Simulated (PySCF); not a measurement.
# C3H3F2N (CH3CF2CN): the cost of one run

Computed with PySCF 2.14.0, with density-fitted response routines of our own, on a single molecule in the gas phase. Atoms count from 0, in the outputs and in this text.

## (1) The starting structure

9 atoms, charge 0, multiplicity 1; geometry from: MMFF94s. The atoms were then displaced at random by about 0.03 Å, so the start is not that level's minimum.

Bonds of the start (Å): C0–C1 1.42, C1–F2 1.36, C1–F3 1.38, C1–C4 1.48, C4–N5 1.17, C0–H6 1.08, C0–H7 1.18, C0–H8 1.07.

## (2) Geometry optimisation at PBE0-D3(BJ)/def2-SVP

The job: settings as JSON, then the geometry in Å.

```
{"job": {"xc": "PBE0", "basis": "def2-SVP", "d3": "d3bj", "grid": 1, "shake": 0.03, "kind": "geom"}, "charge": 0, "multiplicity": 1}
C     -0.940520     0.091340    -0.011340
C      0.363290    -0.394730     0.247180
F      0.359700    -1.694980    -0.149490
F      0.701280    -0.355900     1.585630
C      1.427490     0.351750    -0.469560
N      2.240250     0.999290    -1.003530
H     -1.725430    -0.427720     0.510660
H     -1.046680     1.222160     0.298220
H     -1.246630     0.139350    -1.033420
```

Run with:

```sh
$ OMP_NUM_THREADS=1 python probes_run.py task.json out
```

One launch serves the whole session: the jobs run in the order shown.

**Question.** How long does this first job take on 1 thread of Arm Neoverse V2, shared host, and how much memory does it need?

About 20 s, with a peak of 0.4 GiB.
